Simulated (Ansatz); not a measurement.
hcp Os was calculated with r²SCAN (Ansatz, a quantum-chemistry and plane-wave program, plane waves, PAW).

Run with plane-wave cutoff 560 eV, 24×24×14 k mesh (along the axes of the cell as run), Fermi–Dirac smearing 0.05 eV, no spin polarisation, scalar-relativistic PAW data made under PBE.

Cell (relaxed at this level):

Space group P6₃/mmc (No. 194); a = 2.7383 Å, b = 2.7383 Å, c = 4.3169 Å, α = 90.00°, β = 90.00°, γ = 120.00°

| atom | site | symmetry | x | y | z |
|---|---|---|---|---|---|
| Os | 2c | -6m2 | 0.3333 | 0.6667 | 0.2500 |

Q: Give the computed bulk modulus and pressure derivative B′ of the bulk modulus.

A: 
- bulk modulus: 427 GPa
- pressure derivative B′ of the bulk modulus: 4.8

The run finds no gap.

Measured, for comparison: bulk modulus 425 GPa (zero-point energy and finite temperature contributions removed; as tabulated in doi:10.1021/acs.jctc.3c00612). Computed (rounded) less measured: bulk modulus +0.5 %.

Note: the bulk modulus comes from volumes at which shape and atoms were relaxed.

Spin–orbit coupling is not included.

Static lattice: no zero-point or thermal effects.

The result took roughly 10 core-minutes.
